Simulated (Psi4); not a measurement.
Reaction (SMILES): O=S(F)F + 3 [H][H] (H2) → 2 F (HF) + O (H2O) + S (H2S)
B3LYP-D3(BJ)/def2-TZVP geometries, fixed; electronic energies without zero-point terms.

How fast the energy of full hydrogenation converges with the basis for several methods (Psi4): deviation from each method's own reference, in kcal/mol. References: HF -78.68 kcal/mol, the value in def2-QZVPPD; MP2 -60.91 kcal/mol, Hartree-Fock in cc-pV(Q+d)Z plus the correlation part extrapolated as X^-3 from cc-pV(T+d)Z and cc-pV(Q+d)Z; PBE -51.98 kcal/mol, the value in def2-QZVPPD; wB97X-V -57.93 kcal/mol, the value in def2-QZVPPD. All functions are spherical. Density fitting with the program's default auxiliary sets. In correlated methods cores are frozen. Psi4's default fitting sets serve the pcseg sets less well. No added dispersion term, no relativity. Functionals ending in -V hold VV10 correlation. 

```
basis        functions      HF  MP2     PBE  wB97X-V
-----------  ---------  ------  ---  ------  -------
STO-3G              24  -60.81  [?]    7.32   -23.47
3-21G               40  -49.78  [?]  -11.16   -28.42
def2-SVP            60  -28.92  [?]   -6.16   -14.34
cc-pV(D+d)Z         65  -20.03  [?]    5.81    -3.43
cc-pV(Q+d)Z        229    1.13  [?]    4.38     2.97
def2-QZVPP         241    0.31  [?]    1.41     0.92
pcseg-3            244    0.96  [?]    0.62     0.62
def2-QZVPPD        277    0.00  [?]    0.00     0.00
```

Problem. Complete the blanks.

Solution. 
- STO-3G, MP2: -40.93
- 3-21G, MP2: -24.49
- def2-SVP, MP2: -22.38
- cc-pV(D+d)Z, MP2: -15.51
- cc-pV(Q+d)Z, MP2: 0.42
- def2-QZVPP, MP2: -1.58
- pcseg-3, MP2: 0.28
- def2-QZVPPD, MP2: -2.19
